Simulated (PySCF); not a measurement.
Species: 2(5H)-thiophenone, C₄H₄OS.
SMILES with atom numbers: `[O:1]=[C:2]1[CH:3]=[CH:4][CH2:5][S:6]1` (hydrogens: H7 on C3; H8 on C4; H9, H10 on C5)

The closed-shell ground state was solved at several levels (PySCF, density fitting, gas phase, non-relativistic). Geometry: PBE0-D3(BJ)/def2-SVP; no solvent, vibrations or thermal averaging.

```csv
level,basis functions,total energy (Eh),HOMO (eV),LUMO (eV),gap (eV),dipole (D)
PBE0/pcSseg-1,129,-627.7937,-7.43,-1.68,5.75,4.64
CAM-B3LYP/def2-SVPD,162,-627.8574,-8.75,-0.59,8.16,4.79
```

**Question.** What might KT3/pcSseg-2 (279 basis functions) give for the same quantities?

**Answer.** Total energy -634.7228 Eh, HOMO -6.31 eV, LUMO -2.55 eV, gap 3.76 eV, dipole 4.48 D.

**Question.** Over all these levels, which gives the widest orbital gap and which the narrowest?

**Answer.** CAM-B3LYP/def2-SVPD (range-separated hybrid) has the widest, 8.16 eV, and KT3/pcSseg-2 (GGA) the narrowest, 3.76 eV. Functional and basis both differ between the two, so the spread mixes both effects.

**Question.** How far do the dipole and the HOMO energy spread over the levels?

**Answer.** The dipole runs from 4.48 to 4.79 D (mean 4.64 D) and the HOMO from -8.75 to -6.31 eV.
